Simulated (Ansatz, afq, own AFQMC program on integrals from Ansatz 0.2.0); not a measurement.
AFQMC on a folder of integrals that Ansatz 0.2.0 wrote.

```yaml
crystal:
  periodic: [false, false, false]
  atoms:
    - {symbol: Al, position_ang: [0.000000, 0.062177, -0.109875]}
    - {symbol: H, position_ang: [0.000000, -0.322616, 1.931175]}
    - {symbol: H, position_ang: [-0.000001, 0.446970, 1.931175]}
    - {symbol: H, position_ang: [-0.000002, 1.599112, -0.326026]}
    - {symbol: H, position_ang: [0.000004, -3.387871, -0.595084]}
basis:
  gaussian: {orbitals: 6-31G}
total_charge: 1
magnetization: {spin_polarized: true, initial_magnetization: 0}
correlation: {method: ccsd_t, electrons: outside_noble_gas, hamiltonian_folder: ham}
```

```sh
$ ansatz run in.yaml --threads 1 --pin off --events-out ev --progress --plain --max-ram 24576MiB --backend cuda --devices 0, --max-vram 18GiB
```

Options of the walk:

```
--method free --trial cid --walkers 20 --time-step 0.05 --max-blocks 30 --target-error 0.00116 --factor-cut 1e-05 --seed 8375 --times 0,2,5,8,12 --taylor-order 10
```

Times are imaginary, in 1/Eh. The walk had a cap of 60 s.

```
orbitals 16  electrons 3 3  factors 94 of 266
reference energy -243.77934827 Eh
CCSD correlation -0.05395886 Eh in 16 cycles, weight of the determinant in the CISD state 0.9173
repeat  energy at the last time / Eh  error
    10  -243.830213  0.002337
    20  -243.833004  0.001799
    30  -243.832848  0.001394
time / (1/Eh)  energy / Eh  error  mean overlap
  0.00  -243.833347  0.000091  1.0843
  2.00  -243.834455  0.000338  1.0816
  5.00  -243.835403  0.000310  1.1026
  8.00  -243.833697  0.000821  1.1304
 12.00  -243.832848  0.001394  1.2038
energy -243.832848 +/- 0.001394 Eh
```

The run failed at least one of its tests; the cautions name the faults.

Against this walk (error 37.9 meV) on the same determinant: CCSD(T) 30.0 meV lower (within the noise), CCSDT(Q) 95.3 meV lower, CCSDTQ 97.5 meV lower, full CI 97.6 meV lower. The error is statistical, and a free projection of finite length keeps a remainder of its start. The determinant has ⟨S²⟩ = 0.98, so the low cluster orders mix in higher spin, and so can this walk.

A setting was made bad on purpose (projection too long), so the walk's energy isn't to be trusted.

Cautions: remainder of the start not in the error; start is not spin pure; phase noise grows fast; error above the target (37.9 against 31.6 meV); strong correlation (T1 0.021, weight of the determinant 0.92, largest double 0.14); unrestricted determinant spin contaminated (⟨S²⟩ 0.98 against 0.00); the CCSDT(Q) amplitudes may be one of several solutions (largest double 0.60); the CCSDTQ amplitudes may be one of several solutions (largest double 0.68); so few walkers bias the energy; the time-step error isn't removed.

CCSDT and higher add their correlation energy to the determinant of the CCSD(T) run, since their own runs factorise the integrals more tightly (a shift of under 2 meV). A walk keeps the symmetry of its determinant, which the program's search chose and which needn't be the lowest solution, so a lower state of the same spin and another symmetry isn't excluded.
